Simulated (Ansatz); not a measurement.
Potential energy curve for LiF, singlet.

- RKS-PBE = restricted PBE/def2-SVP (Ansatz, an electronic-structure program)
- UKS-PBE = unrestricted PBE/def2-SVP (Ansatz)
- FCI = full CI/def2-SVP, frozen core run with Ansatz

Energies relative to the lowest point of each curve near equilibrium, in kJ/mol; the last columns give the error against full CI:

| R / Å | RKS-PBE | UKS-PBE | FCI | RKS-PBE − FCI | UKS-PBE − FCI |
|---|---|---|---|---|---|
| 1.22 | 168.2 | 168.2 | 185.7 | -17.4 | -17.4 |
| 1.31 | 71.8 | 71.8 | 81.8 | -10.0 | -10.0 |
| 1.38 | 30.0 | 30.0 | 35.8 | -5.8 | -5.8 |
| 1.49 | 2.3 | 2.3 | 3.6 | -1.3 | -1.3 |
| 1.54 | 0.0 | 0.0 | 0.0 | 0.0 | 0.0 |
| 1.56 | 0.4 | 0.4 | 0.0 | 0.4 | 0.4 |
| 1.58 | 1.4 | 1.4 | 0.7 | 0.8 | 0.8 |
| 1.66 | 10.6 | 10.6 | 8.9 | 1.7 | 1.7 |
| 1.71 | 19.4 | 19.4 | 17.4 | 2.0 | 2.0 |
| 1.81 | 41.6 | 41.6 | 39.6 | 2.0 | 2.0 |
| 1.93 | 72.8 | 72.8 | 71.4 | 1.4 | 1.4 |
| 2.10 | 119.7 | 119.7 | 119.9 | -0.3 | -0.3 |
| 2.37 | 191.5 | 191.5 | 195.6 | -4.1 | -4.1 |
| 2.60 | 245.8 | 245.8 | 254.2 | -8.4 | -8.4 |
| 2.77 | 281.1 | 281.1 | 293.4 | -12.3 | -12.3 |
| 3.15 | 345.7 | 344.0 | 369.5 | -23.8 | -25.5 |
| 3.47 | 386.6 | 380.0 | 421.9 | -35.3 | -41.9 |
| 3.81 | 419.5 | 406.6 | 464.2 | -44.6 | -57.6 |
| 4.25 | 450.1 | 428.9 | 494.4 | -44.3 | -65.4 |
| 4.61 | 467.6 | 441.0 | 503.8 | -36.2 | -62.8 |
| 5.41 | 492.3 | 457.2 | 509.2 | -16.9 | -52.0 |
| 6.19 | 505.8 | 465.8 | 510.0 | -4.2 | -44.2 |

RKS-PBE is furthest from FCI at 3.81 (-44.6 kJ/mol, below); its mean absolute error over the points is 12.4 kJ/mol.

UKS-PBE is furthest from FCI at 4.25 (-65.4 kJ/mol, below); its mean absolute error over the points is 19.0 kJ/mol.

The restricted form behind RKS-PBE keeps the bonding electrons paired and can't separate into open-shell fragments. The unrestricted determinant behind UKS-PBE is spin-contaminated at 3.15 to 6.19 Å (<S²> up to 0.6, against 0.00 for a pure singlet).
